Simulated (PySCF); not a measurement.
Compound: formimide, C2H3NO2.
Z-matrix (Å and degrees, GFN2-xTB geometry), rows numbered from 1:
```
O 
C   1  1.1891
N   2  1.3864  1  126.47
C   3  1.3864  2  125.79  1    -0.09
O   4  1.1891  3  126.46  2     0.06
H   2  1.1074  1  123.57  3   179.95
H   3  1.0102  2  117.08  1   179.99
H   4  1.1074  3  109.96  2  -179.97
```

Computed with PBE0/pcSseg-1 in PySCF (dipole) on a GFN2-xTB geometry, gas phase.

Take the most abundant isotopes and a rigid rotor. The values belong to one conformer with, in the numbering `[O:1]=[CH:2][NH:3][CH:4]=[O:5]`, O1–C2–N3–C4 0°, C2–N3–C4–O5 0°.

(1) What are A, B and C (MHz)?

(2) Classify the top.

(3) Is it planar, by Δ = Ic − Ia − Ib?

(4) Where do the levels up to J = 2 lie, in K?

(5) Which types of transition are allowed, and where do some lines up to J = 5 fall?

(6) Estimate the classical rotational partition function at 200 K, 298.15 K and 500 K.

## Answers

(1) Ia = 44.57, Ib = 110.18, Ic = 154.75 u·Å²; 505379 MHz·u·Å²/I gives A = 11339, B = 4587, C = 3266 MHz.

(2) An asymmetric top; Ray's κ = -0.673.

(3) Planar: Δ = Ic − Ia − Ib = 0.00 u·Å². For a rigid frame Δ = −2 Σ m c², so it vanishes when all atoms lie in the ab plane; here none is more than 0.01 Å from it.

(4) Above 0(0,0), as E/k:
J = 1: 1(0,1) 0.377, 1(1,1) 0.701, 1(1,0) 0.764
J = 2: 2(0,2) 1.122, 2(1,2) 1.391, 2(1,1) 1.581, 2(2,1) 2.554, 2(2,0) 2.562
Those of J = 1 are B + C, A + C and A + B.

(5) The dipole components are |μa| = 0.00 D, |μb| = 5.69 D, |μc| = 0.00 D; the symmetry axis of this C2v structure is b, so μa and μc vanish by symmetry and there are no a-type or c-type lines. Some lines, for components of 0.1 D or more:

```csv
type,branch,"J(Ka,Kc)",MHz,lower level (cm⁻¹)
b,R,"3(1,2) ← 2(2,1)",5165,1.775
b,R,"5(2,3) ← 4(3,2)",6550,4.858
b,R,"4(1,3) ← 3(2,2)",15261,2.561
b,R,"3(0,3) ← 2(1,2)",17268,0.967
b,Q,"2(2,0) ← 2(1,1)",20431,1.099
b,R,"4(0,4) ← 3(1,3)",25610,1.683
b,R,"5(1,4) ← 4(2,3)",25625,3.604
b,R,"3(1,3) ← 2(0,2)",27079,0.780
b,Q,"5(3,2) ← 5(2,3)",33576,5.077
b,Q,"4(3,1) ← 4(2,2)",35263,3.686
b,R,"5(1,5) ← 4(0,4)",38176,2.537
b,R,"5(2,3) ← 4(1,4)",73284,2.632
```

(6) Point group C2v, symmetry number σ = 2; q = (√π/σ)·√((kT/h)³/(ABC)), k/h = 20836.6 MHz/K: 18300 at 200 K, 33300 at 298.15 K, 72300 at 500 K.

Not checked by GFN2-xTB frequencies. These are rigid-rotor constants of the computed structure; measured ground-state constants (B0) also hold zero-point vibration. Quadrupole hyperfine structure (14N) is left out.
